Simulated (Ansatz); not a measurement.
Relaxation of C₂H₇B (10 atoms, charge 0, multiplicity 1), to a largest force component of 0.02 eV/Å in at most 50 steps.

All numbers below come from UKS PBE0-D4/6-31G* (Ansatz 0.2.0).

```xyz
10
Properties=species:S:1:pos:R:3
C -0.917 0.784 -0.571
B 0.089 -0.357 -0.496
C 0.863 -0.650 0.830
H -1.887 0.423 -0.843
H -0.651 1.535 -1.391
H -1.034 1.382 0.384
H 0.312 -1.026 -1.442
H 0.714 -1.668 1.176
H 0.609 0.080 1.684
H 1.986 -0.554 0.671
```

Problem. Where does it end, and by what steps?

Solution. It converged. After 4 steps the energy has fallen by 0.196 eV; H9 moved furthest, 0.12 Å.

| step | energy less start (eV) | largest force component (eV/Å) | accepted |
| --- | --- | --- | --- |
| 0 | 0.0000 | 2.661 | yes |
| 1 | -0.1726 | 0.990 | yes |
| 2 | -0.1872 | 0.222 | yes |
| 3 | -0.1954 | 0.138 | yes |
| 4 | -0.1964 | 0.013 | yes |

```xyz
10
Properties=species:S:1:pos:R:3
C -0.947 0.838 -0.581
B 0.098 -0.317 -0.434
C 0.902 -0.646 0.868
H -1.917 0.419 -0.888
H -0.659 1.497 -1.414
H -1.100 1.452 0.313
H 0.303 -1.008 -1.403
H 0.744 -1.696 1.152
H 0.678 -0.011 1.732
H 1.980 -0.579 0.657
```

Time of the run: 8.6 s on 1 thread of Intel(R) Xeon(R) 6975P-C (Granite Rapids), with other jobs on the host, peak memory 0.17 GiB.
